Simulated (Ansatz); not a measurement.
Basis-set extrapolation for C3H5N, SMILES `C#CNC` (PBE0-D4/def2-TZVP geometry, frozen core, the Gaussian-basis code of Ansatz). Multiplicity 1, RHF reference.

|  | def2-TZVPP | def2-QZVPP |
| --- | --- | --- |
| HF | -170.947061 | -170.954834 |
| MP2 correlation | -0.685932 | -0.731493 |
| CCSD(T) correlation | -0.743421 | not run |

Energies in hartree. Use E(X) = E(∞) + A·exp(−7.88·√X) for Hartree–Fock and E(X) = E(∞) + B·X^(−2.97) for correlation, with X = 3 and 4, and add CCSD(T) minus MP2 of the smaller set to the MP2 limit.

**Question.** What is the CCSD(T) energy at the basis-set limit?

**Answer.** HF limit: -170.954834 + (-0.007773) × 0.13774 = -170.95590. MP2 limit: -0.731493 + (-0.045561) × 0.74074 = -0.76524. Higher-order term: -0.743421 − (-0.685932) = -0.05749. Total: -171.77863 hartree, 231.4 kJ/mol below CCSD(T)/def2-TZVPP.
